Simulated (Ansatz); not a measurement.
Cost and result for the atomization energy of C3H7FO2 (`COC(F)OC`) (13 atoms, 12 bonds).

Cartesian coordinates in Å:
```
C -0.562 -1.690 0.972
O -0.723 -0.374 0.484
C 0.418 0.382 0.534
F 0.725 0.688 1.826
O 0.220 1.567 -0.103
C 0.085 1.441 -1.503
H -0.374 -1.693 2.049
H 0.262 -2.202 0.461
H -1.492 -2.218 0.766
H 1.278 -0.178 0.122
H 0.039 2.452 -1.903
H 0.950 0.924 -1.937
H -0.827 0.900 -1.768
```

Charge 0, multiplicity 1. The structure was optimised at the PBE0-D4/def2-TZVP level. It is one conformer, not always the lowest. Program: Ansatz. All runs use 2 threads of an AMD EPYC 7R13 on a shared host and a share of an NVIDIA H100 80 GB. Times are those of one run each, without the atoms' runs, and a repeat can differ threefold. Electronic energies, without spin–orbit coupling; frozen cores. CCSD(T)/CBS adds CCSD(T) − MP2 in def2-TZVPP to the MP2 limit, and its time is that of the two runs behind it. T1 = 0.011. B3LYP takes the VWN-RPA correlation (the form of Gaussian; ORCA's B3LYP/G).

CCSD(T)/CBS is a level of theory with its own doubt, some kJ/mol a heavy atom from the limit and from the frozen cores, so smaller differences don't rank the functionals.

```
                             level  functions  wall time
   PBE-D4/def2-TZVPP (with forces)        284        3 s
r2SCAN-D4/def2-TZVPP (with forces)        284        3 s
                PBE0-D4/def2-TZVPP        284      3.4 s
 B3LYP-D4/def2-TZVPP (with forces)        284      3.5 s
                 B2PLYP/def2-TZVPP        284      3.9 s
                    MP2/def2-QZVPP        552      4.1 s
                ωB97X-V/def2-TZVPP        284      4.8 s
  ωB97M-V/def2-TZVPP (with forces)        284        8 s
                CCSD(T)/def2-TZVPP        284       11 s
                 CCSD(T)/CBS(def2)          –       15 s
```

(1) What atomization energy does each give, and how far from CCSD(T)/CBS? (An estimate is asked.)

## Answers

(1) Ansatz gave: 
```csv
level,atomization (kcal/mol),difference from CCSD(T)/CBS,per bond
PBE-D4/def2-TZVPP (with forces),1242.3,33.6,2.8
r2SCAN-D4/def2-TZVPP (with forces),1212.4,3.7,0.3
PBE0-D4/def2-TZVPP,1211.9,3.2,0.3
B3LYP-D4/def2-TZVPP (with forces),1206.4,-2.3,-0.2
B2PLYP/def2-TZVPP,1195.7,-13.0,-1.1
MP2/def2-QZVPP,1221.8,13.1,1.1
ωB97X-V/def2-TZVPP,1211.4,2.7,0.2
ωB97M-V/def2-TZVPP (with forces),1212.5,3.8,0.3
CCSD(T)/def2-TZVPP,1178.3,-30.4,-2.5
CCSD(T)/CBS(def2),1208.7,0.0,0.0
```

The D4 term adds +7.7 kcal/mol with B3LYP and +4.1 kcal/mol with PBE0; it sums over pairs of atoms, weighted by their polarisabilities, and B3LYP, whose exchange is more repulsive, gets the larger term. From PBE to PBE0 (25 % exact exchange), in def2-TZVPP and without D4, the atomization energy moves by −29.6 kcal/mol: exact exchange takes away binding that semilocal exchange gives to molecules. In def2-TZVPP, CCSD(T) changes the Hartree–Fock value by +322.1 kcal/mol (the triples alone add +19.2 kcal/mol) and MP2 by +347.7 kcal/mol; breaking electron pairs costs correlation energy, which Hartree–Fock lacks.
